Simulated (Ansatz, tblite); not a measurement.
**The cluster Cu2F2+: rung by rung**

Aim: run the doublet of the cluster Cu2F2+ at one geometry on many levels, and compare frontier levels, spin and run time.

Computed with Ansatz 0.2.0, Gaussian basis. Level: as each input shows.

The runs, in order: GFN1-xTB, GFN2-xTB, PBE-D4/def2-TZVP, r2SCAN-D4/def2-TZVP, B3LYP-D4/def2-TZVP, HF/def2-TZVP, ωB97X-V/def2-TZVP, ωB97M-V/def2-TZVP, HSE06-D4/def2-TZVP, PBE-D4/def2-SVP, PBE0-D4/def2-SVP, CCSD(T)/def2-TZVP.

1 further run of the same task is left out (it didn't finish).

## Step 1: The structure

The geometry is that of the doublet, from an earlier relaxation (B3LYP-D4/def2-SVP). At that level it is the lowest of the isomers that a small search found.

4 atoms, charge 1, spin multiplicity 2.

Bond lengths: Cu1–F3 1.921 Å, Cu1–F4 1.921 Å, Cu2–F3 1.919 Å, Cu2–F4 1.920 Å. Angles: F3–Cu1–F4 81.1°, F3–Cu2–F4 81.2°, Cu1–F3–Cu2 98.9°, Cu1–F4–Cu2 98.8°.

No spin-orbit coupling is included. The ion is computed in the gas phase, without counter-ions or solvent.

PBE0-D4/def2-TZVP was run before; its log isn't repeated, and its numbers join the tables.

## Step 2: GFN1-xTB

Tight binding, by tblite at 300 K electronic temperature and without a spin-polarisation term:

```python
tblite.interface.Calculator('GFN1-xTB', numbers, positions, charge=1, uhf=1).singlepoint()
```

Energy -511.6335 eV; 0.003 s.

## Step 3: GFN2-xTB

Tight binding, by tblite at 300 K electronic temperature and without a spin-polarisation term:

```python
tblite.interface.Calculator('GFN2-xTB', numbers, positions, charge=1, uhf=1).singlepoint()
```

Energy -457.8388 eV; 0.003 s.

## Step 4: PBE-D4/def2-TZVP

start.molden holds the orbitals of an earlier run on this state, given as this run's starting guess.

File in.yaml:

```yaml
crystal:
  periodic: [false, false, false]
  atoms:
    - {symbol: Cu, position_ang: [-0.715903, 1.186354, -0.456237]}
    - {symbol: Cu, position_ang: [0.715959, -1.185437, 0.456229]}
    - {symbol: F, position_ang: [-0.232573, 0.315251, 1.185758]}
    - {symbol: F, position_ang: [0.232517, -0.316167, -1.185739]}
basis:
  gaussian: {orbitals: def2-TZVP, initial_orbitals: start.molden}
total_charge: 1
magnetization: {spin_polarized: true, initial_magnetization: 1}
hamiltonian: {xc: pbe, dispersion: d4}
scf: {omitted_lower_state_checks: [starts]}
output: {orbitals: {seedname: orbitals}}
```

Started as:

```sh
> ansatz run in.yaml --threads 4 --pin off --events-out ev --progress --plain --max-ram 3916MiB
```

After this run come: r2SCAN-D4/def2-TZVP; B3LYP-D4/def2-TZVP; HF/def2-TZVP; ωB97X-V/def2-TZVP; ωB97M-V/def2-TZVP; HSE06-D4/def2-TZVP; PBE-D4/def2-SVP; PBE0-D4/def2-SVP; CCSD(T)/def2-TZVP.

**Question.** What will the summary of the whole plan be? Wanted: gap in def2-TZVP, named functionals and Hartree-Fock, smallest and largest; correlation energy, CCSD(T)/def2-TZVP; ⟨S²⟩ in def2-TZVP, named functionals and Hartree-Fock, smallest and largest; PBE0 total energy, smallest basis above largest.

**Answer**, as computed:

| quantity | value |
| --- | --- |
| gap in def2-TZVP, named functionals and Hartree-Fock, smallest and largest | 0.66 eV (HSE06-D4), 10.22 eV (HF) |
| correlation energy, CCSD(T)/def2-TZVP | -32.58 eV |
| ⟨S²⟩ in def2-TZVP, named functionals and Hartree-Fock, smallest and largest | 0.753, 0.753 |
| PBE0 total energy, smallest basis above largest | 19.38 eV (def2-SVP, def2-TZVP) |

**Reading.** Over the named functionals and Hartree-Fock in def2-TZVP the gap runs from 0.66 eV (HSE06-D4) to 10.22 eV (HF). PBE-D4, r2SCAN-D4 leave an empty level below a filled one, so this occupation isn't an aufbau state there; left out of the range.
